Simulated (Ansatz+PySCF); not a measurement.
Results of a calculation; reference values are marked as such.
## PySCF 2.14.0 run

```python
from pyscf import gto, scf, mp

# the (T+d) and (D+d) sets load through basis_set_exchange
mol = gto.M(atom="""
P 0.000000 0.000000 -0.138790
H 1.056130 0.000000 0.878990
H -1.056130 0.000000 0.878990
""", basis={'H': 'cc-pvtz', 'P': 'cc-pv(t+d)z'}, charge=0, spin=1)
mf = scf.UHF(mol)
mf.kernel()
pt = mp.MP2(mf, frozen=5).run()
print(mf.e_tot, pt.e_corr, pt.e_tot)
```

The script is written out from the run's settings.

Results

```
Converged                       : yes
Reference energy                : -341.88642 hartree
Correlation energy              : -0.13740 hartree
Total energy                    : -342.02382 hartree
Spin squared of the determinant : 0.770
```
